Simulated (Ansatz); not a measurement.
C4H7ClO (`C/C(O)=C/CCl`). Total charge 0; spin multiplicity 1. The structure was optimised at the PBE0-D4/def2-TZVP level. It is one conformer, not always the lowest.

```xyz
13

C    -1.195    0.319   -1.429
C    -0.456   -0.109   -0.210
O    -1.000   -1.151    0.474
C     0.668    0.461    0.225
C     1.397    0.020    1.429
Cl    2.960   -0.790    1.005
H    -1.259   -0.505   -2.149
H    -0.697    1.157   -1.914
H    -2.217    0.623   -1.177
H    -1.789   -1.456    0.021
H     1.080    1.280   -0.351
H     0.828   -0.705    2.005
H     1.680    0.854    2.070
```

(1) What is the dipole moment at r2SCAN/def2-TZVPP? (Estimate.)

(2) And with PBE, B3LYP, ωB97M-V? (Estimate.)

(3) Give the Mulliken charges with r2SCAN, ωB97M-V, B3LYP in def2-TZVPP. (An estimate is asked.)

## Answers

(1) Ansatz gave: 4.14 D, with components (-3.78, 0.85, -1.45) D in this frame, pointing from negative to positive charge.

(2) Computed: PBE 3.99 D, B3LYP 4.02 D, ωB97M-V 4.02 D.

(3) Ansatz gave: 
```tsv
atom	r2SCAN	ωB97M-V	B3LYP
C1	-0.14	-0.32	-0.25
C2	0.19	0.20	0.19
O3	-0.31	-0.28	-0.29
C4	-0.18	-0.18	-0.18
C5	0.02	-0.16	-0.09
Cl6	-0.21	-0.16	-0.19
H7	0.06	0.12	0.10
H8	0.05	0.10	0.09
H9	0.06	0.12	0.10
H10	0.20	0.18	0.19
H11	0.08	0.10	0.10
H12	0.09	0.13	0.12
H13	0.08	0.14	0.12
```

B3LYP here is the variant with VWN-RPA as its local correlation; programs differ in this.
